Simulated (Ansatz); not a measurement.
The same path of CH₆B₂ (9 atoms, charge 0, multiplicity 1) was run twice with different band settings. The coordinate that changes most is the dihedral H5–B1–C2–H7.

All numbers below come from RKS r2SCAN-D4/def2-SVP (Ansatz 0.2.0).

Relaxed end points:

```xyz
9
Properties=species:S:1:pos:R:3
B -0.461 0.612 -1.031
C 0.640 -0.020 -0.131
B -0.042 -0.529 1.172
H -1.364 -0.074 -1.451
H -0.446 1.790 -1.306
H 1.531 0.602 0.024
H 0.874 -0.969 -0.661
H 0.247 -0.069 2.252
H -0.890 -1.389 1.113
```

```xyz
9
Properties=species:S:1:pos:R:3
B -0.418 0.746 -0.958
C 0.586 -0.186 -0.221
B -0.087 -0.672 1.096
H -0.779 1.775 -0.437
H -0.866 0.452 -2.042
H 1.349 0.532 0.155
H 1.028 -0.979 -0.838
H -0.403 0.130 1.943
H -0.321 -1.843 1.285
```

Common settings: movable images 5; climbing image yes; optimiser quadratic models (default); start path through a guess of the saddle point; force threshold 0.05 eV/Å; iteration limit 60; end points relaxed.

| run | spring |
| --- | --- |
| 1 | 5.0 eV/Å² |
| 2 | 50.0 eV/Å² |

Q: What does each run give, and how far can it be trusted?

A: Run 1: converged after 14 iterations, highest image 0.077 eV above the first end. A vibrational analysis at the climbing image gives one clearly imaginary mode, 125i cm⁻¹: a first-order saddle point.
Run 2: converged after 15 iterations, highest image 0.076 eV above the first end. Another band between the same ends (5 images) ends at a top of the same energy, where a vibrational analysis finds 1 clearly imaginary mode.
